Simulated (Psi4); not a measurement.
**MgNH3O (SMILES [NH2][Mg][OH]): levels of theory compared**

We compute a comparison of 3 runs (B3LYP/6-31G*, CEPA(0)/cc-pVDZ) of MgNH3O. 

Program for the calculation: Psi4 1.11.

1 further run of the same task is left out (set aside as unsound or not needed).

## (1) The system as given

MgNH3O has 6 atoms, charge 0, and is taken as a singlet. As SMILES, `[NH2][Mg][OH]`. The coordinates come from a PBE0-D4/def2-TZVP relaxation.

Bond lengths: N1–Mg2 1.882 Å, Mg2–O3 1.770 Å, N1–H4 1.009 Å, N1–H5 1.009 Å, O3–H6 0.948 Å. Angles: N1–Mg2–O3 177.6°, Mg2–N1–H4 126.4°, Mg2–N1–H5 126.4°, Mg2–O3–H6 156.3°, H4–N1–H5 107.2°.

## (2) The energy at B3LYP/6-31G(d) (spherical functions) (run 1)

h3mgno.json

```json
{
  "schema_name": "qcschema_input",
  "schema_version": 1,
  "molecule": {
    "schema_name": "qcschema_molecule",
    "schema_version": 2,
    "symbols": ["N", "Mg", "O", "H", "H", "H"],
    "geometry": [-2.02559743, 0.63079058, -1.81016865, 0.56691784, -0.26796316, 0.45145557, 2.99786152, -1.24325082, 2.53223301, -1.80242078, 1.22643225, -3.60692025, -3.898505, 0.5816577, -1.46038035, 4.24130131, -1.048798, 3.80609739],
    "molecular_charge": 0,
    "molecular_multiplicity": 1,
    "fix_symmetry": "c1"
  },
  "driver": "energy",
  "model": {
    "method": "b3lyp",
    "basis": "6-31G*"
  },
  "keywords": {
    "puream": true,
    "e_convergence": 1e-09,
    "d_convergence": 1e-08,
    "scf_type": "pk",
    "dft_radial_points": 99,
    "dft_spherical_points": 590,
    "scf_properties": ["MAYER_INDICES", "QUADRUPOLE", "LOWDIN_CHARGES"]
  }
}
```

Launch:

```sh
$ psi4 --qcschema h3mgno.json -n 1 --memory 1600MB
```

stdout:

```text
[...]
  Running in c1 symmetry.
[...]
  Nuclear repulsion =   82.802292898988654
[...]
  Multiplicity = 1
[...]
  Nalpha       = 15
  Nbeta        = 15
[...]
    Number of basis functions: 52
[...]
   @RKS iter   1:  -331.28155872066282   -2.19245e-01   2.31871e-02 ADIIS/DIIS
[...]
   @RKS iter  11:  -331.90025929724032   -2.78533e-12   3.67632e-09 DIIS
[...]
  @RKS Final Energy:  -331.90025929724032
   => Energetics <=
    Nuclear Repulsion Energy =             82.8022928989886537
    One-Electron Energy =                -625.5995773829976088
    Two-Electron Energy =                 237.7796725693703479
    DFT Exchange-Correlation Energy =     -26.8826473826017178
    Empirical Dispersion Energy =           0.0000000000000000
    VV10 Nonlocal Energy =                  0.0000000000000000
    Total Energy =                       -331.9002592972403249
[...]
 Multipole Moments:
 ------------------------------------------------------------------------------------
     Multipole            Electronic (a.u.)      Nuclear  (a.u.)        Total (a.u.)
 ------------------------------------------------------------------------------------
 L = 1.  Multiply by 2.5417464519 to convert [e a0] to [Debye]
 Dipole X            :          1.4854763           -1.5417588           -0.0562825
 Dipole Y            :         -0.5432689            0.8093932            0.2661243
 Dipole Z            :          1.2872647           -1.2619021            0.0253625
 Magnitude           :                                                    0.2731907
 L = 2.  Multiply by 1.3450342976 to convert [e a0^2] to [Debye ang]
 Quadrupole XX       :       -148.2470054          133.3425659          -14.9044395
 Quadrupole XY       :         46.7648921          -45.5192782            1.2456139
[...]
```

The result, in JSON:

```text
{
 "driver": "energy",
 "model": {
  "method": "b3lyp",
  "basis": "6-31G*"
 },
 "success": true,
 "return_result": -331.9002592972403,
 "properties": {
  "calcinfo_nbasis": 52,
  "calcinfo_nmo": 52,
  "calcinfo_nalpha": 15,
  "calcinfo_nbeta": 15,
  "calcinfo_natom": 6,
  "nuclear_repulsion_energy": 82.80229289898865,
  "return_energy": -331.9002592972403,
  "scf_one_electron_energy": -625.5995773829976,
  "scf_two_electron_energy": 237.77967256937035,
  "scf_xc_energy": -26.882647382601718,
  "scf_dipole_moment": [-0.05628250608632834, 0.2661243497707324, 0.025362538904839305],
  "scf_total_energy": -331.9002592972403,
  "scf_iterations": 11
 }
}
```

Run time: 9.9 s. Hardware: 1 thread of Intel Xeon Platinum 8259CL at 2.50GHz (Skylake/Cascade Lake), shared host; peak memory 0.65 GiB.

## (3) A single-point energy at B3LYP/6-31G(d) (Cartesian functions) (run 2)

job.inp

```
memory 1600 MB

molecule m {
  0 1
  N     -1.071900     0.333800    -0.957900
  Mg     0.300000    -0.141800     0.238900
  O      1.586400    -0.657900     1.340000
  H     -0.953800     0.649000    -1.908700
  H     -2.063000     0.307800    -0.772800
  H      2.244400    -0.555000     2.014100
  symmetry c1
  no_reorient
  no_com
}

set {
  reference rks
  puream false
  e_convergence 1e-09
  d_convergence 1e-08
  scf_type pk
  dft_radial_points 99
  dft_spherical_points 590
}

e, wfn = energy("b3lyp/6-31G*", return_wfn=True)
```

Launch:

```sh
$ psi4 -n 1 job.inp job.out
```

job.out:

```text
[...]
  Running in c1 symmetry.
[...]
  Nuclear repulsion =   82.802292827329850
[...]
  Multiplicity = 1
[...]
  Nalpha       = 15
  Nbeta        = 15
[...]
    Number of basis functions: 55
[...]
   @RKS iter   1:  -331.28734085256281   -2.27288e-01   2.21076e-02 ADIIS/DIIS
[...]
   @RKS iter  11:  -331.90377235483476   -2.84217e-12   2.89121e-09 DIIS
[...]
  @RKS Final Energy:  -331.90377235483476
   => Energetics <=
    Nuclear Repulsion Energy =             82.8022928273298504
    One-Electron Energy =                -625.5763893003606881
    Two-Electron Energy =                 237.7351437178415097
    DFT Exchange-Correlation Energy =     -26.8648195996454611
    Empirical Dispersion Energy =           0.0000000000000000
    VV10 Nonlocal Energy =                  0.0000000000000000
    Total Energy =                       -331.9037723548347003
[...]
 Multipole Moments:
 ------------------------------------------------------------------------------------
     Multipole            Electronic (a.u.)      Nuclear  (a.u.)        Total (a.u.)
 ------------------------------------------------------------------------------------
 L = 1.  Multiply by 2.5417464519 to convert [e a0] to [Debye]
 Dipole X            :        -15.2015077           15.1470998           -0.0544080
 Dipole Y            :          8.2535047           -7.9867385            0.2667662
 Dipole Z            :        -11.7155593           11.7429471            0.0273878
 Magnitude           :                                                    0.2736321
[...]
```

It took 10 s on 1 thread of Intel Xeon Platinum 8259CL at 2.50GHz (Skylake/Cascade Lake), shared host; peak memory 0.67 GiB.

## (4) The energy at CEPA(0)/cc-pVDZ (density fitting) (run 3)

run.py

```python
import psi4

psi4.set_memory(1600000000)
psi4.set_num_threads(1)
psi4.core.set_output_file('run.log', False)

geom = psi4.geometry("""
0 1
N     -1.071900     0.333800    -0.957900
Mg     0.300000    -0.141800     0.238900
O      1.586400    -0.657900     1.340000
H     -0.953800     0.649000    -1.908700
H     -2.063000     0.307800    -0.772800
H      2.244400    -0.555000     2.014100
units angstrom
symmetry c1
no_reorient
no_com
""")

psi4.set_options(dict(basis='cc-pVDZ', freeze_core=True))

energy_value = psi4.energy("cepa(0)", molecule=geom)
print('E =', round(energy_value, 9))
```

Launch:

```sh
$ python run.py
```

run.log:

```text
[...]
  Running in c1 symmetry.
[...]
  Nuclear repulsion =   82.802292827329850
[...]
  Multiplicity = 1
[...]
  Nalpha       = 15
  Nbeta        = 15
[...]
    Number of basis functions: 61
[...]
   @RHF iter   1:  -330.45889613647654   -1.07819e+00   1.28750e-02 ADIIS/DIIS
[...]
   @RHF iter  11:  -330.72549409540756   -8.46967e-12   5.85210e-09 DIIS
[...]
  @RHF Final Energy:  -330.72549409540756
   => Energetics <=
    Nuclear Repulsion Energy =             82.8022928273298504
    One-Electron Energy =                -625.7762837985515034
    Two-Electron Energy =                 212.2484968758140553
    Total Energy =                       -330.7254940954075551
[...]
 Multipole Moments:
 ------------------------------------------------------------------------------------
     Multipole            Electronic (a.u.)      Nuclear  (a.u.)        Total (a.u.)
 ------------------------------------------------------------------------------------
 L = 1.  Multiply by 2.5417464519 to convert [e a0] to [Debye]
 Dipole X            :        -15.1955778           15.1470998           -0.0484781
 Dipole Y            :          8.2868964           -7.9867385            0.3001579
 Dipole Z            :        -11.6996875           11.7429471            0.0432596
 Magnitude           :                                                    0.3071095
[...]
      * SCS-MP2 total energy:                 -331.116739625260
[...]
      * MP2 total energy:                     -331.125090398566
[...]
```

Standard output:

```text
E = -331.150003088
```

It took 9 s on 1 thread of Intel Xeon Platinum 8259CL at 2.50GHz (Skylake/Cascade Lake), shared host; peak memory 0.35 GiB.

## (5) Overview of the runs

```
run                               level  Cartesian functions  integrals  energy (Eh)  dipole moment (D)  HOMO energy (eV)  LUMO energy (eV)  wall time
  1  B3LYP/6-31G* (spherical functions)                   no         pk  -331.900259               0.69             -5.59             -0.91      9.9 s
  2  B3LYP/6-31G* (Cartesian functions)                  yes         pk  -331.903772               0.70             -5.59             -0.92       10 s
  3   CEPA(0)/cc-pVDZ (density fitting)                   no         df  -331.150003                  –             -9.39              1.59        9 s
```

## (6) Outcome

| quantity | value |
| --- | --- |
| run 3: total energy | -331.15000 Eh |
| run 3: HOMO energy (Hartree–Fock orbitals) | -9.39 eV |
| run 3: LUMO energy (Hartree–Fock orbitals) | 1.59 eV |
| run 3: HOMO–LUMO gap (Hartree–Fock orbitals) | 10.98 eV |
| run 3: correlation energy (7 core orbitals frozen) | -424.5 mEh |

All runs together took 29 s, the longest 10 s.
